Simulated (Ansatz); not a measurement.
**A geometry optimisation of BH4Si− with B3LYP-D3(BJ)/def2-SVPD**

The starting geometry of this gas-phase singlet was optimised with GFN2-xTB; its bonds are those of `[BH3-][SiH]`.

```json
{"atom": "B", "x (Å)": "-0.6940", "y (Å)": "-0.1969", "z (Å)": "-0.4520"}
{"atom": "Si", "x (Å)": "0.7818", "y (Å)": "0.4367", "z (Å)": "0.6773"}
{"atom": "H", "x (Å)": "-0.6524", "y (Å)": "-1.3852", "z (Å)": "-0.8012"}
{"atom": "H", "x (Å)": "-0.7284", "y (Å)": "0.5091", "z (Å)": "-1.4799"}
{"atom": "H", "x (Å)": "2.0937", "y (Å)": "-0.3716", "z (Å)": "0.5381"}
{"atom": "H", "x (Å)": "-1.7775", "y (Å)": "-0.0211", "z (Å)": "0.1370"}
```

Q: Predict what becomes of its bonds when it is optimised with B3LYP-D3(BJ)/def2-SVPD.

A: A new bond forms, giving a structure with H4 bridging B1 and Si2, given below by its coordinates. Contacts that close: Si2–H4 (2.63 → 1.75 Å).

The energy falls by 0.52 eV over 13 steps:

```json
{"step": "1", "E − E(last) (eV)": "0.517"}
{"step": "2", "E − E(last) (eV)": "0.397"}
{"step": "4", "E − E(last) (eV)": "0.294"}
{"step": "5", "E − E(last) (eV)": "0.200"}
{"step": "6", "E − E(last) (eV)": "0.076"}
{"step": "8", "E − E(last) (eV)": "0.004"}
{"step": "9", "E − E(last) (eV)": "0.001"}
{"step": "10", "E − E(last) (eV)": "0.000"}
{"step": "12", "E − E(last) (eV)": "0.000"}
{"step": "13", "E − E(last) (eV)": "0.000"}
```

Final geometry (Å):

```xyz
6

B    -0.7874   -0.4107   -0.2237
Si    0.6807    0.6077    0.5993
H    -0.6895   -1.4931   -0.7831
H    -0.1095    0.5140   -0.9550
H     1.8540   -0.2741    0.0869
H    -1.9249    0.0274   -0.1051
```

Frequencies at the end are all real (lowest 503 cm⁻¹). Run with Ansatz 0.2.0, 15 s on 1 thread of Arm Neoverse V2, with other jobs on the host.
